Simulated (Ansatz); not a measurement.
Species: O2, net charge 0, triplet state. 
Coordinates optimised at B3LYP-D3(BJ)/def2-TZVP (Ansatz, a first-principles code):
SMILES: O=O
```xyz
2

O      0.0000     0.0000    -0.6021
O      0.0000     0.0000     0.6021
```
Charge 0, spin multiplicity 3.

Wanted: vertical ionisation energy (to the doublet state of charge +1; each state is the SCF solution reached for its spin; the UHF <S^2> is 1.39 for the doublet (pure: 0.75); for the doublet T1 is 0.101), in eV. Correlated levels leave the core frozen unless marked. Open shells are spin-unrestricted. Spin-orbit coupling is left out. No relativistic terms. CBS(X,Y): correlation extrapolated as X^-3; Hartree-Fock from the larger set. The program attaches cautions to a run behind CCSD/def2-SVPD: large difference. The program attaches cautions to a run behind CCSD(T)/CBS(aug-cc-pVTZ,aug-cc-pVQZ): large difference.

| level | program | vertical ionisation energy (eV) |
|---|---|---|
| SVWN5/def2-TZVPD | Ansatz | (withheld) |
| PBE/def2-TZVPD | Ansatz | 12.52 |
| r2SCAN/def2-TZVPD | Ansatz | (withheld) |
| B3LYP/def2-TZVPD | Ansatz | (withheld) |
| PBE0/def2-TZVPD | Ansatz | 12.96 |
| CCSD/def2-SVPD | Ansatz | 12.50 |
| CCSD(T)/CBS(aug-cc-pVTZ,aug-cc-pVQZ) | Ansatz | 12.49 |

What belongs in the gaps?


- SVWN5/def2-TZVPD, vertical ionisation energy (eV): 12.74
- r2SCAN/def2-TZVPD, vertical ionisation energy (eV): 12.88
- B3LYP/def2-TZVPD, vertical ionisation energy (eV): 13.00
